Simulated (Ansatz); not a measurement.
## Structure optimisation: titanium, hcp

All numbers below come from DFT, BLYP, plane waves (420 eV) with PAW, scalar-relativistic in Ansatz. (PAW data from PBE, frozen cores regenerated.)

k-point mesh 12×12×7, Fermi-Dirac smearing 0.1 eV, no spin polarisation. Cell and atoms relax.

Starting structure:

```cif
data_structure
_symmetry_space_group_name_H-M 'P 1'
_symmetry_Int_Tables_number 1
_cell_length_a 2.9500
_cell_length_b 2.9500
_cell_length_c 4.6860
_cell_angle_alpha 90.000
_cell_angle_beta 90.000
_cell_angle_gamma 120.000
_cell_volume 35.32
loop_
_atom_site_label
_atom_site_type_symbol
_atom_site_fract_x
_atom_site_fract_y
_atom_site_fract_z
_atom_site_occupancy
Ti1 Ti 0.33333 0.66667 0.25000 1
Ti2 Ti 0.66667 0.33333 0.75000 1
```

Q: The pressure at the start is 0.9 GPa. By how much does the volume change?

A: From 17.66 to 17.82 Å³ per atom, 0.9 %. The final cell has a = 2.962 Å, c = 4.690 Å (c/a = 1.583).

Q: How much energy does the relaxation gain?

A: 0.5 meV per atom.
